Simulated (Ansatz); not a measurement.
```yaml
crystal:
  periodic: [false, false, false]
  atoms:
    - {symbol: Nb, position_ang: [0.000000, 0.000000, 0.000000]}
    - {symbol: F, position_ang: [0.000000, 0.000000, 2.020000]}
basis:
  gaussian: {orbitals: def2-TZVP}
total_charge: 1
magnetization: {spin_polarized: true, initial_magnetization: 3}
hamiltonian: {xc: pbe0}
relax: {f_tol: 0.004, max_steps: 80}
```

```sh
$ ansatz run in.yaml --threads 1 --pin off --events-out ev --progress --plain --max-ram 2176MiB
```

Steps of the relaxation (energy above the last step; positions in Å, forces in eV/Å):

```
2
step 1, 555.0 meV
Nb    0.000    0.000    0.000    0.000    0.000    3.873
F     0.000    0.000    2.020    0.000    0.000   -3.873
```

```
2
step 2, 19.2 meV
Nb    0.000    0.000    0.103    0.000    0.000    1.076
F     0.000    0.000    1.917    0.000    0.000   -1.076
```

```
2
step 3, 1.3 meV
Nb    0.000    0.000    0.116    0.000    0.000    0.289
F     0.000    0.000    1.904    0.000    0.000   -0.289
```

```
2
step 5, 0.0 meV
Nb    0.000    0.000    0.120    0.000    0.000    0.001
F     0.000    0.000    1.900    0.000    0.000   -0.001
```

Close pairs at the end: Nb1–F2 1.780 Å.

A stationary point of unrestricted PBE0 after 5 steps, with ⟨S²⟩ = 3.757 against 3.75 for a pure state. 30 s on 1 thread of Intel Xeon 6975P-C, shared host.
